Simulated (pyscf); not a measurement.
Four-centre exchange: Cl–InH–Cl + NH₃ → H₂N–In(Cl)–Cl + H₂

Gas phase, singlet surface, charge 0. Bonds broken: In2–H4, N5–H6. Bonds formed: In2–N5, H4–H6. Single points on ωB97X-D3(BJ)/def2-SVP structures (PySCF, gas phase).

Transition state (Å):

```xyz
8

Cl     0.3252     1.7112    -1.3423
In     0.3357     0.0617     0.2949
Cl     2.1510    -0.1707     1.7274
H     -1.4405     0.1123     1.3771
N     -0.8764    -1.6652    -0.0431
H     -1.4938    -0.7333     0.8906
H     -1.2784    -1.8017    -0.9728
H     -0.5348    -2.5690     0.2900
```

One imaginary mode, 1344i cm⁻¹; descent along it reached the two sides named, in the forms told below.

| bond | change | reactant side (Å) | saddle | product side |
|---|---|---|---|---|
| In2–H4 | breaks | 1.706 | 2.081 | 2.7 |
| N5–H6 | breaks | 1.020 | 1.457 | 2.9 |
| In2–N5 | forms | 2.313 | 2.137 | 2.010 |
| H4–H6 | forms | 3.5 | 0.977 | 0.763 |

Electronic energies relative to the separated reactants (kcal/mol):

```json
[
 {"level": "ωB97X-D3(BJ)/def2-TZVP", "barrier": "21.9", "reaction energy": "+2.9", "reverse barrier": "19.0"},
 {"level": "PBE/def2-TZVP", "barrier": "19.9", "reaction energy": "+4.8", "reverse barrier": "15.1"},
 {"level": "r²SCAN/def2-TZVP", "barrier": "19.8", "reaction energy": "+3.9", "reverse barrier": "15.9"},
 {"level": "B3LYP-D3(BJ)/def2-TZVP", "barrier": "22.7", "reaction energy": "+4.3", "reverse barrier": "18.4"},
 {"level": "PBE0-D3(BJ)/def2-TZVP", "barrier": "21.2", "reaction energy": "+5.2", "reverse barrier": "15.9"},
 {"level": "M06-2X/def2-TZVP", "barrier": "20.6", "reaction energy": "+1.2", "reverse barrier": "19.3"},
 {"level": "ωB97M-D3(BJ)/def2-TZVP", "barrier": "24.6", "reaction energy": "+5.3", "reverse barrier": "19.3"},
 {"level": "HF/def2-TZVP", "barrier": "37.2", "reaction energy": "+8.0", "reverse barrier": "29.2"}
]
```

With ωB97M-D3(BJ)/def2-TZVP energies and thermal terms (ideal gas, 1 atm, RRHO with modes under 100 cm⁻¹ raised to 100, one conformer, R ln 2 for rigid chiral ones), in kcal/mol:

```csv
T (K),ΔH‡,ΔG‡,ΔH,ΔG
298,22.6,32.8,+2.8,+4.0
600,23.0,43.0,+4.1,+4.6
900,23.8,52.8,+5.2,+4.6
1200,24.7,62.3,+5.9,+4.3
```

On the reactant side the descent ends in an adduct with a In–N contact, 29.7 kcal/mol under the separated species and 51.6 kcal/mol under the saddle at ωB97X-D3(BJ)/def2-TZVP. What is counted as formed (In–N) is already present as a longer contact in the reactant adduct; forming that adduct is a step of its own. At the saddle there is also a short H–In contact that neither side keeps. This is the saddle that the search found; another between the same sides may lie lower. Elements past Kr carry the def2 core potentials, without spin-orbit coupling.
